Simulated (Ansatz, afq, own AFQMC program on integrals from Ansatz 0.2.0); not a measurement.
## SBr⁺, quintet: AFQMC among the cluster methods

```xyz
2

S     0.0000    0.0000    0.0000
Br    0.0000    0.0000    2.0253
```

Basis cc-pVDZ. Noble-gas cores (and the filled d shells of Ga–Kr and In–Xe) are frozen. Integrals, coupled cluster, full CI and functionals: Ansatz 0.2.0; the random walks run on the same integrals in our own AFQMC program. The CISD trial takes its coefficients from CCSD amplitudes. Released means that phaseless walkers are propagated on without the constraint, phases kept. Error bars are statistical, one sigma. No spin–orbit coupling.

Determinant: UHF, the one that the program's search chose, which needn't be the lowest solution. The geometry is a PBE0/def2-TZVP stationary point of this or a neighbouring charge and spin state.

No full CI on the walks' own integrals is used here; CCSDT(Q) serves as the reference and is uncertain by about the last step of the cluster series.

Cautions: no relativity below Rb; no spin-orbit coupling; inner d shell frozen; another spin lies lower (by 5.94 eV); the released energies are still falling, so no released level is given (meV from the phaseless value at times in 1/Eh: -12 ± 10 at 0.24, -7 ± 9 at 0.51, -10 ± 9 at 0.99, -21 ± 11 at 1.62, -29 ± 13 at 2.40), though the last usable value meets CCSDT(Q) within the noise.

The T1 diagnostic is 0.0183 and the weight of the determinant in the CISD state is 0.894. The ⟨S²⟩ of the determinant is 6.011 and the size of the correlated space is 12 electrons in 26 orbitals.

Reference: CCSDT(Q), correlation energy -5.872 eV.

```csv
level,E − E(reference) (mEh),share of correlation (%)
HF,215.81,0.00
MP2,35.52,83.54
CCSD,5.25,97.57
CCSD(T),1.03,99.52
CCSDT,0.36,99.83
ph-AFQMC/CISD,0.41 ± 0.29,99.81
```

A walk keeps the symmetry of its determinant, which the program's search chose and which needn't be the lowest solution, so a lower state of the same spin and another symmetry isn't excluded.
